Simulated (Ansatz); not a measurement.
# CH₄Al (doublet): from Hartree-Fock to the top rungs, cc-pVDZ

The task here is to estimate one member of a computed series from the others.

The runs use Ansatz 0.2.0, Gaussian basis; cc-pVDZ, core rule «outside noble gas», up to 6 orbitals frozen.

To be run: UHF; CCSD(T) on ROHF; CCSD(T) on UHF; BCCD(T) on ROHF; CISD; CCSDT(Q) on ROHF; CCSDT(Q) on UHF; CASSCF and MRCISD+Q, 9 electrons in 9 orbitals; CASSCF and NEVPT2, 9 electrons in 9 orbitals.

20 further runs of the same task are left out: 1 for a mislabelled method, 8 that didn't finish, 11 set aside as unsound or not needed.

## The geometry

The geometry is a PBE0/def2-TZVP stationary point (not a proven minimum).

6 atoms, charge 0, spin multiplicity 2.

Atoms are counted from 1 here; the program's logs count them from 0.

Bond lengths: Al1–C2 1.965 Å, Al1–H3 1.609 Å, C2–H4 1.091 Å, C2–H5 1.096 Å, C2–H6 1.096 Å. Angles: C2–Al1–H3 117.6°, Al1–C2–H4 114.3°, Al1–C2–H5 109.3°, Al1–C2–H6 109.3°, H4–C2–H5 108.3°, H4–C2–H6 108.3°, H5–C2–H6 106.9°.

The first run:

in.yaml reads:

```yaml
crystal:
  periodic: [false, false, false]
  atoms:
    - {symbol: Al, position_ang: [0.000000, -0.100225, 0.690538]}
    - {symbol: C, position_ang: [0.000000, 0.082589, -1.266301]}
    - {symbol: H, position_ang: [0.000000, 1.250798, 1.564976]}
    - {symbol: H, position_ang: [0.000000, -0.865219, -1.806220]}
    - {symbol: H, position_ang: [0.880712, 0.656598, -1.577205]}
    - {symbol: H, position_ang: [-0.880712, 0.656598, -1.577205]}
basis:
  gaussian: {orbitals: cc-pVDZ}
magnetization: {spin_polarized: true, initial_magnetization: 1}
hamiltonian: {xc: hf}
output: {orbitals: {seedname: orbitals}}
```

The run is started by

```bash
> ansatz run in.yaml --threads 1 --pin off --events-out ev --progress --plain --max-ram 2393MiB
```

Among the steps run: UHF; CCSD(T) on ROHF; CCSD(T) on UHF; BCCD(T) on ROHF; CISD; CCSDT(Q) on ROHF; CCSDT(Q) on UHF; CASSCF and MRCISD+Q, 9 electrons in 9 orbitals; CASSCF and NEVPT2, 9 electrons in 9 orbitals.

One of the session's tables, all rows but one given; the rest of the session is left out.

| method | from UCCSDT(Q) (kcal/mol) |
| --- | --- |
| ROHF | +149.95 |
| UHF | +149.37 |
| RMP2 | +23.98 |
| UMP2 | +23.88 |
| CISD | +14.73 |
| RCCSD | +4.36 |
| UCCSD | +4.34 |
| RCCSD(T) | +0.69 |
| UCCSD(T) | +0.68 |
| BCCD(T) | +0.68 |
| RCCSDT | +0.20 |
| UCCSDT | ? |
| RCCSDT(Q) | +0.01 |
| UCCSDT(Q) | 0 |
| CASSCF frontier | +97.70 |
| NEVPT2 frontier | +26.38 |
| MRCISD frontier | +6.81 |
| MRCISD+Q frontier | +0.36 |

Q: Estimate the row for UCCSDT from the others.

**Answer.** from UCCSDT(Q) (kcal/mol): +0.19. In the column «from UCCSDT(Q) (kcal/mol)» it lies between RCCSDT(Q) (+0.01) and RCCSDT (+0.20).

With the free atoms at the same levels and basis (separate runs), the atomisation energy is 17.188 eV at UCCSDT(Q), 17.179 eV at RCCSD(T), 17.177 eV at UCCSD(T), 14.217 eV at ROHF.

To keep in mind: Restricted and unrestricted rows rest on different reference determinants; where their highest levels disagree by more than a few hundredths of an eV, they describe different states and don't form one ladder.
